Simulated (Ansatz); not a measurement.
Single points on Si(SH)2H2 (SiH₄S₂).

```yaml
crystal:
  periodic: [false, false, false]
  atoms:
    - {symbol: Si, position_ang: [-0.502922, 0.012401, -0.352978]}
    - {symbol: S, position_ang: [-0.585343, -0.033451, 1.780559]}
    - {symbol: H, position_ang: [0.157187, 1.077115, 1.936891]}
    - {symbol: S, position_ang: [1.476218, 0.011418, -1.155411]}
    - {symbol: H, position_ang: [1.838565, -1.126290, -0.536160]}
    - {symbol: H, position_ang: [-1.101231, 1.240943, -0.922984]}
    - {symbol: H, position_ang: [-1.282474, -1.182136, -0.749938]}
basis:
  gaussian: {orbitals: def2-TZVPD, initial_orbitals: start.molden}
hamiltonian: {xc: pbe, dispersion: d4}
scf: {omitted_lower_state_checks: [starts]}
output: {orbitals: {seedname: orbitals}}
```

The file start.molden holds the orbitals of an earlier run on this structure, at another level or in another basis.

```sh
$ ansatz run in.yaml --threads 4 --pin off --events-out ev --progress --plain --max-ram 3916MiB
```

Output, abridged:

```
Functional definition: PBE
1065 factors; their error is unknown
mean field evaluation 1: about -29602.4630 eV, gradient 1.4e1 eV
mean field evaluation 2: about -29602.6015 eV, gradient 2.3e-1 eV
mean field evaluation 4: about -29602.5892 eV, gradient 8.2e-4 eV
mean field -29602.58920764 eV, -1087.8750880252 hartree, gradient 1.1e-5 eV, S^2 0.000000; 0 other end points of the search recorded, 0 dependent functions left out
reference -29602.58927507 eV, -1087.8750905031 hartree; 25, 25 occupied and 146, 146 virtual orbitals, 1065 factors
Total energy: -29602.76271231 eV, -1087.8814642041 hartree
Checks for a lower state left out: starts
```

Run time 1.3 s (4 threads of Arm Neoverse V1 on a shared host).

The first input with `gaussian: {orbitals: def2-TZVP, initial_orbitals: start.molden}`, `hamiltonian: {xc: lda}` (abridged; 0.5 s):

```
Functional definition: SPW92
mean field -29509.03332640 eV, -1084.4369728039 hartree, gradient 1.3e-5 eV, S^2 0.000000
Total energy: -29509.03336024 eV, -1084.4369740476 hartree
Checks for a lower state left out: starts
```

The first input with `hamiltonian: {xc: pbe0, dispersion: d4}` (abridged; 1.6 s):

```
Functional definition: PBE0
mean field -29605.23616908 eV, -1087.9723620640 hartree, gradient 8.2e-6 eV, S^2 0.000000
Total energy: -29605.38365823 eV, -1087.9777821902 hartree
Checks for a lower state left out: starts
```

As the first input, with `gaussian: {orbitals: STO-3G}`, `hamiltonian: {xc: hf}` (abridged; 0.1 s):

```
Functional definition: HF
mean field -29233.58392537 eV, -1074.3143940223 hartree, gradient 1.6e-5 eV, S^2 0.000000
Total energy: -29233.58392537 eV, -1074.3143940223 hartree
Checks for a lower state left out: starts
```

As the first input, with `gaussian: {orbitals: def2-TZVP, initial_orbitals: start.molden}`, `hamiltonian: {xc: pbe0, dispersion: d4}`, `output: {forces: true, orbitals: {seedname: orbitals}}` (abridged; 1.3 s):

```
Functional definition: PBE0
mean field -29605.19013806 eV, -1087.9706704549 hartree, gradient 5.2e-6 eV, S^2 0.000000
Total energy: -29605.33760432 eV, -1087.9760897403 hartree
Atom 0 force     0.054732    -0.001360     0.038364 eV/Å
Atom 1 force     0.028723     0.032104    -0.074274 eV/Å
Atom 2 force    -0.012168    -0.020942     0.002036 eV/Å
Atom 3 force    -0.061185    -0.031263     0.051608 eV/Å
Atom 4 force    -0.001499     0.021250    -0.011694 eV/Å
Atom 5 force    -0.008931     0.026934     0.004512 eV/Å
Atom 6 force     0.000328    -0.026723    -0.010553 eV/Å
Dipole moment:     0.038107    -0.000917     0.026769 e Å
Checks for a lower state left out: starts
```

First input, but with `gaussian: {orbitals: def2-SVP, initial_orbitals: start.molden}` (abridged; 0.5 s):

```
Functional definition: PBE
mean field -29592.01295193 eV, -1087.4864177965 hartree, gradient 7.8e-6 eV, S^2 0.000000
Total energy: -29592.18641794 eV, -1087.4927925548 hartree
Checks for a lower state left out: starts
```

The first input with `gaussian: {orbitals: def2-TZVP, initial_orbitals: start.molden}`, `correlation: {method: mp2}` and without the key `hamiltonian` (abridged; 0.7 s):

```
Functional definition: HF
mean field -29562.96578856 eV, -1086.4189542316 hartree, gradient 8.5e-6 eV, S^2 0.000000
15 core orbitals not correlated: weight in the atoms' cores, before any rotation towards them, 1.000 or more for the frozen orbitals, at most 0.000 for the correlated occupied ones
second order -12.59011230 eV of doubles, -0.00000000 eV of singles
Total energy: -29575.55590086 eV, -1086.8816323249 hartree
Checks for a lower state left out: starts
```

Geometry: r2SCAN-D4/def2-TZVP.

Correlated methods freeze 15 core orbitals.
